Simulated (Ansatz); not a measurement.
`O[B]Cl` radical. Charge 0, multiplicity 2.

```xyz
4

O    -0.400    0.657    0.274
B     0.033   -0.502   -0.226
Cl    1.724   -0.904   -0.303
H    -1.357    0.749    0.256
```

**Question.** What are the harmonic wavenumbers in cm⁻¹ at PBE0-D4/def2-TZVP (Ansatz, finite differences of forces, unscaled)? (An estimate is asked.)

**Answer.** Ansatz gave: 377, 533, 745, 1041, 1377, 3881.

**Question.** Is this a minimum?

**Answer.** Yes, all 6 modes are real.

**Question.** Give the ideal-gas thermochemistry at 298.15 K and 1 bar (rigid rotor, harmonic oscillator; point group Cs, symmetry number 1).

**Answer.** Zero-point energy 47.6 kJ/mol; H(298) − E = 59.2 kJ/mol; entropy 267.2 J/(mol·K), of which translation 160.6, rotation 92.6, vibration 8.3, electronic 5.8; G(298) − E = -20.4 kJ/mol.

**Question.** Rotational constants (cm⁻¹)?

**Answer.** 3.74, 0.1834, 0.1748.
